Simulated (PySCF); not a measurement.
**Electrostatic potential from atomic charges**

Species: alpha-epichlorohydrin (`C1[C@H](O1)CCl`). Coordinates (PBE0-D3(BJ)/def2-TZVP, Å) and charges (e) from the PBE0/pcSseg-2 density (PySCF):

```csv
atom,x,y,z,Mulliken,IAO,Hirshfeld,ESP-fitted
Cl1,2.391,0.442,0.365,-0.1666,-0.1068,-0.0624,-0.1157
C2,1.037,-0.185,-0.610,+0.0552,-0.2576,-0.0467,-0.4725
C3,-0.243,0.463,-0.191,+0.0876,+0.0630,+0.0062,+0.1074
C4,-1.116,-0.169,0.787,+0.1391,-0.0912,-0.0228,-0.2290
O5,-1.416,-0.218,-0.601,-0.4167,-0.4142,-0.1615,-0.2587
H6,0.987,-1.264,-0.464,+0.0650,+0.1721,+0.0563,+0.2392
H7,1.268,0.027,-1.653,+0.0752,+0.1744,+0.0583,+0.2492
H8,-0.278,1.546,-0.300,+0.0706,+0.1535,+0.0544,+0.1427
H9,-1.785,0.443,1.385,+0.0507,+0.1569,+0.0610,+0.1528
H10,-0.814,-1.115,1.232,+0.0398,+0.1499,+0.0573,+0.1846
```

Points outside the species (Å): A (3.5, 5.7, 0.2); B (0.3, -3.8, -0.9); C (-4.2, 2.4, 3.9); D (-2.1, -7.4, 4.2).

Question: Find the potential V = 14.3996 V·Å × Σ q/r of each set of charges at these points.

Answer: In volts:

```json
{"point": "A", "nearest atom": "Cl1", "distance (Å)": "5.38", "Mulliken": "+0.008", "IAO": "+0.016", "Hirshfeld": "-0.005", "ESP-fitted": "-0.040"}
{"point": "B", "nearest atom": "H6", "distance (Å)": "2.66", "Mulliken": "+0.086", "IAO": "+0.078", "Hirshfeld": "+0.048", "ESP-fitted": "+0.187"}
{"point": "C", "nearest atom": "H9", "distance (Å)": "4.00", "Mulliken": "+0.100", "IAO": "+0.144", "Hirshfeld": "+0.060", "ESP-fitted": "+0.109"}
{"point": "D", "nearest atom": "H10", "distance (Å)": "7.07", "Mulliken": "+0.024", "IAO": "+0.031", "Hirshfeld": "+0.016", "ESP-fitted": "+0.036"}
```

Question: How far are the other sets from the ESP-fitted one at these points?

Answer: Root-mean-square difference: Mulliken 0.056 V, IAO 0.064 V, Hirshfeld 0.076 V. The ESP scheme is a least-squares fit of atom-centred charges to the potential on four shells outside the van der Waals surface, with the total charge fixed.

Question: What energy would a point charge of -1 e have at B in the field of the ESP charges, leaving out polarisation?

Answer: -0.187 eV = -18.0 kJ/mol, an attraction.

Isolated species at its PBE0-D3(BJ)/def2-TZVP geometry (one conformer only).

Conformer computed: `[Cl:1][CH2:2][C@@H:3]1[CH2:4][O:5]1`: Cl1–C2–C3–C4 -95°.
